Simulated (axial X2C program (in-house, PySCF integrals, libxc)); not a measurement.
Levels of Al₂⁺ by electron attachment to Al₂²⁺ (EOM-EA-CCSD)

Computed with an in-house all-electron X2C program for linear molecules (integrals from PySCF): two-component X2C with atomic mean-field Coulomb and Gaunt terms, Gaussian nuclei, basis Al dyall-av3z with contracted cores.

R = 3.219 Å (1.150 times 2.799 Å, the PBE0 minimum at charge 1 for the lowest determinant).

Levels of Al₂⁺ obtained by attaching an electron to Al₂²⁺:

| Ω | binding energy (eV) | above lowest (cm⁻¹) | attached spinor | one-particle weight |
| --- | --- | --- | --- | --- |
| 1/2 | 11.281 | 0 | 90% Al pσ | 0.94 |
| 1/2 | 10.636 | 5205 | 90% Al pπ | 0.94 |
| 3/2 | 10.628 | 5266 | 90% Al pπ | 0.94 |
| 1/2 | 9.250 | 16381 | 84% Al pπ | 0.91 |
| 3/2 | 9.241 | 16453 | 84% Al pπ | 0.91 |
| 1/2 | 7.922 | 27092 | 70% Al pσ, 22% Al dσ | 0.80 |

Take the first Ω = 1/2 and Ω = 3/2 rows of π character: how far apart are they, and which lies lower?

E(3/2) − E(1/2) = 5266 − 5205 = 61 cm⁻¹ at EOM-EA-CCSD: regular, Ω = 1/2 lower. Splittings at this level can be off by ten to twenty per cent.

This point took 4 s on 1 thread of Intel(R) Xeon(R) Processor @ 2.30GHz (shared host).

Reference electrons by ω block (each with its −ω partner): 1/2: 10, 3/2: 2. 4 electrons of Al₂²⁺ correlated (inner shells frozen), 92 natural virtual spinors (a truncated set); levels can be off by some tenths of an eV. Roots sought by Ω: (1/2: 5, 3/2: 4, 5/2: 2, 7/2: 1); rows need 60 % one-particle weight and stop where some Ω has no more roots. Missing are any skipped roots, higher Ω and states of a further excitation; these come out far too high here and may in truth be low or lowest. T1 of the reference 0.006 (Lee–Taylor). The reference was not checked to be the lowest state of its species. Number of frozen shells: Al 2 s, 1 p. g and u states are not told apart.
